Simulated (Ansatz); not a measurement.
Results of PBE0-D3(BJ) in Ansatz (plane waves, PAW) for antifluorite Mg2Sn.

Run with plane-wave cutoff 460 eV, 6×6×6 k mesh, Fermi–Dirac smearing 0.01 eV, scalar-relativistic PAW data made under PBE.

Equation-of-state points:

```
V (Å³/atom)  E − E_lowest (meV/atom)
-----------  -----------------------
23.335                         10.35
23.949                          2.27
24.356                          0.00
25.177                          2.03
25.710                          7.54
```

Task: What bulk modulus B0 and pressure derivative B′ does a third-order Birch–Murnaghan fit give?

Result: V0 = 24.565 Å³/atom, B0 = 50.8 GPa, B′ = 4.1 (fit to the energies at full precision).

Measured, for comparison: equilibrium volume per atom 25.82 Å³/atom (temperature not stated, no zero-point or thermal correction; as tabulated in Freccero, Grin, Wagner, Dalton Trans. (2023), ESI). Computed (rounded) less measured: equilibrium volume per atom -4.9 %.

Spin–orbit coupling is not included.

Computing time: very roughly 12 core-minutes.

Ansatz is a first-principles code.
